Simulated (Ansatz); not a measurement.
Zinc-blende MgTe (metastable phase): LDA at its full settings (plane-wave cutoff 520 eV, 10×10×10 k mesh, Fermi–Dirac smearing 0.01 eV, scalar-relativistic PAW data made under PBE) and at cheaper ones, in a cell of 2 atoms with Γ-centred meshes.

| level and setting | equilibrium lattice constant a (Å) | bulk modulus B0 (GPa) |
|---|---|---|
| LDA (Ansatz) | 6.368 | 38.7 |
| LDA (2×2×2 k mesh) (Ansatz) | 6.538 | 33.7 |
| LDA (4×4×4 k mesh) (Ansatz) | 6.377 | 38.6 |

Largest shifts from the full settings: lattice constant a +2.67 % (LDA (2×2×2 k mesh)), against a difference of -0.81 % of the full result from the reference 6.42 ± 0.005 Å (measured, room temperature, no zero-point or thermal correction, from epitaxial CdTe/MgTe superlattices; as tabulated in Lucero et al. (2012), arXiv:1111.4515); bulk modulus -12.9 % (LDA (2×2×2 k mesh)).

The full settings aren't shown to be converged themselves.

Ansatz's density-functional and Hartree–Fock values are scalar-relativistic unless marked +SOC, with PAW data made under PBE.

Run with cheap settings on purpose, which may leave them unconverged: LDA (2×2×2 k mesh), LDA (4×4×4 k mesh).

Ansatz is a program for electronic structure.
